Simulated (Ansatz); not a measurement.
Basis-set extrapolation for C2H6N2O, SMILES `N=C(N)CO` (PBE0-D4/def2-TZVP geometry, frozen core, Ansatz). Multiplicity 1, RHF reference.

```tsv
	def2-TZVPP	def2-QZVPP
HF	-263.089565	-263.101998
MP2 correlation	-0.984683	-1.055403
CCSD(T) correlation	-1.052153	not run
```

Energies in hartree. Use E(X) = E(∞) + A·exp(−7.88·√X) for Hartree–Fock and E(X) = E(∞) + B·X^(−2.97) for correlation, with X = 3 and 4, and add CCSD(T) minus MP2 of the smaller set to the MP2 limit.

Q: What is the CCSD(T) energy at the basis-set limit?

A: HF limit: -263.101998 + (-0.012433) × 0.13774 = -263.10371. MP2 limit: -1.055403 + (-0.070720) × 0.74074 = -1.10779. Higher-order term: -1.052153 − (-0.984683) = -0.06747. Total: -264.27897 hartree, 86.1 kcal/mol below CCSD(T)/def2-TZVPP.
